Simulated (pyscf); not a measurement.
One addition across a multiple bond or ene-type step on the singlet surface with elements of a group swapped. CCSD(T)/def2-TZVPP + ΔMP2(QZVPP), kJ/mol, from the separated reactants. PySCF, gas phase, ωB97X-D3(BJ)/def2-SVP geometries. MP2 and CC: frozen core, UHF for open shells. ΔMP2 is the change of the MP2 total energy from the triple- to the quadruple-zeta basis.

```json
[
 {"step": "`[SH2]` + `[CH2]=[CH2]` → `[CH3][CH2][SH]`", "barrier": "204.9", "reaction energy": "-95.7", "imaginary mode (i cm⁻¹)": "1331"},
 {"step": "`[SeH2]` + `[CH2]=[CH2]` → `[CH3][CH2][SeH]`", "barrier": "(withheld)", "reaction energy": "(withheld)", "imaginary mode (i cm⁻¹)": "1212"}
]
```

Problem. What belongs in the gaps?

Solution. 
- `[SeH2]` + `[CH2]=[CH2]` → `[CH3][CH2][SeH]`, barrier: 174.2
- `[SeH2]` + `[CH2]=[CH2]` → `[CH3][CH2][SeH]`, reaction energy: -103.0

Row 1: On the product side the descent ends in a point that may be a rotor saddle (no frequency run), 14.9 kJ/mol over the lowest minimum found and 312.3 kJ/mol under the saddle at ωB97X-D3(BJ)/def2-TZVP. Row 2: On the product side the descent ends in a point that may be a rotor saddle (no frequency run), 14.6 kJ/mol over the lowest minimum found and 291.1 kJ/mol under the saddle at ωB97X-D3(BJ)/def2-TZVP. Each row is the saddle that its search found. The CCSD(T) − MP2 part came from Ansatz, without density fitting, on the same reference. The frozen core leaves the outer d or s,p core shells of the metals and heavy elements correlated in the MP2 and CC values, and def2-TZVPP describes them poorly, which can shift differences by a few kcal/mol. Elements up to Kr have no core potential and no relativistic terms here.
